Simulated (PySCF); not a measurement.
Gas-phase reaction: AlOH + AlCl₃ ⇌ AlCl₂OH + AlCl

Computed with PySCF (xtb for GFN2) and rigid-rotor harmonic-oscillator thermochemistry at 1 bar. S°(298 K) at PBE0/def2-TZVP differs from the NASA 1993 table for AlOH (+24 J/mol/K); whether the harmonic model or the table's entry is off was not settled. † marks an energy on the PBE0/def2-TZVP geometry and frequencies; other levels use their own. MP2 and CCSD(T) freeze the core. All species are closed-shell singlets. AlCl₂OH: computed as isolated molecules; such fragments, hydroxides, amides, oligomers or adducts are transient or little studied in the gas. MP2 isn't extrapolated to the basis-set limit; its ΔH°(298 K) is -2.9 kJ in def2-SVP and -9.6 kJ in def2-TZVPP. CCSD(T) isn't extrapolated to the basis-set limit; its ΔH°(298 K) is -4.5 kJ in def2-SVP and -11.7 kJ in def2-TZVPP. The harmonic model lacks anharmonicity and excited electronic states, which grow with temperature; levels with a mode under 35 cm⁻¹ are left out. Soft modes under 120 cm⁻¹ make the harmonic entropy rough for AlOH. Warning, point group unlike the PBE0 one: AlCl₂OH (GFN2-xTB).

```tsv
level	ΔE electronic, kJ	ΔH°(298 K), kJ	ΔS°(298 K), J/K	ΔG°(600 K), kJ
CCSD(T)/def2-TZVPP†	-13	-12	-3	-9
GFN2-xTB	32	31	17	20
M06-2X/def2-TZVP†	-13	-11	-3	-9
MP2/def2-SVP†	-5	-3	-3	0
MP2/def2-TZVPP†	-11	-10	-3	-7
PBE/def2-TZVP†	-11	-10	-3	-7
PBE0/def2-QZVP†	-11	-9	-3	-7
```
ΔH° is lowest at CCSD(T)/def2-TZVPP† and highest at GFN2-xTB. No reference value is set beside these.
